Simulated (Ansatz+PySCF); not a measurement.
**singlet H₂S: levels of theory in one basis**

```xyz
3

S     0.0000    0.0000   -0.1560
H     0.0000    1.4573    1.2482
H     0.0000   -1.4573    1.2482
```

Basis set: cc-pVDZ (spherical functions). Left uncorrelated: 5 orbitals. Charge 0, multiplicity 1.

Computed with Ansatz (development build ahead of 0.2.0); each method stands on the lowest determinant of its kind that the runs found. NEVPT2 correlates all electrons. Active spaces start from the frontier orbitals, and the lowest solution found is given.

| method | E − E(RHF) (eV) | <S²> of the determinant |
| --- | --- | --- |
| RHF | 0.00 | 0.00 |
| UHF | -0.83 | 1.11 |
| RHF-MP2 | -4.49 | – |
| UHF-MP2 | -3.83 | 1.11 |
| RHF-CCSD(T) | -5.74 | – |
| UHF-CCSD(T) | -5.63 | 1.11 |
| RHF-CCSDT(Q) | -5.79 | – |
| UHF-CCSDT(Q) | -5.77 | 1.11 |
| CASSCF(8,6) | -2.54 | – |
| CASSCF(2,2) | -1.21 | – |
| SC-NEVPT2(8,6) | -5.24 | – |
| SC-NEVPT2(2,2) | -5.02 | – |

Q: What does RHF-CCSD give on the same scale?

A: -5.52 eV.

Q: Is a single determinant a sound starting point here?

A: It is doubtful. Unrestricted orbitals lower Hartree–Fock by 0.83 eV and <S²> is 1.11 where a pure state has 0.00, a sign of strong static correlation. The CASSCF(8,6) natural occupations are 2.00, 2.00, 1.84, 1.83, 0.17, 0.17. The CASSCF(2,2) natural occupations are 1.83, 0.17.

Caution for RHF, RHF-MP2, RHF-CCSD, RHF-CCSD(T), RHF-CCSDT(Q): an unrestricted determinant lies well below. Caution for UHF, UHF-MP2, UHF-CCSD(T), UHF-CCSDT(Q): the unrestricted determinant is a mixture of spin states. Caution for RHF-MP2, UHF-MP2, RHF-CCSD, RHF-CCSD(T), UHF-CCSD(T), RHF-CCSDT(Q), UHF-CCSDT(Q): bonds are stretched, where a single reference can fail. Caution for UHF-MP2, UHF-CCSD(T), UHF-CCSDT(Q): a plain start can end on a higher determinant. Caution for UHF-MP2, UHF-CCSD(T): another reference gives a lower total. Caution for UHF-CCSD(T): the program doubts this total. Caution for CASSCF(2,2): other starts end on other solutions of this active space.
